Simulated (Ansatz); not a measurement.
Mulliken charges of `FC1N=CN1` from r2SCAN/def2-TZVPP in Ansatz (PBE0-D4/def2-TZVP geometry).

```csv
atom,x (Å),y (Å),z (Å),charge (e)
F1,-1.835,-0.336,0.095,-0.202
C2,-0.634,0.090,0.539,0.362
N3,0.357,-0.976,0.733,-0.337
C4,1.000,-0.420,-0.232,0.178
N5,0.209,0.698,-0.510,-0.298
H6,-0.783,0.732,1.411,0.039
H7,1.967,-0.673,-0.659,0.104
H8,-0.189,0.828,-1.432,0.154
```

By hand: the dipole of these point charges (1 e Å = 4.8032 D).

Σ q r = (0.281, 0.233, -0.194) e Å, of length 0.413 e Å = 1.98 D.

How does the dipole of the full density compare? (Best estimate.)

Ansatz gave: (0.164, 0.329, -0.389) e Å, 2.57 D; the point charges give 0.77 times that, at 26° from its direction.

Point charges leave out the atoms' own dipoles, such as those of lone pairs, and Mulliken's split depends on the basis, so the two needn't agree.
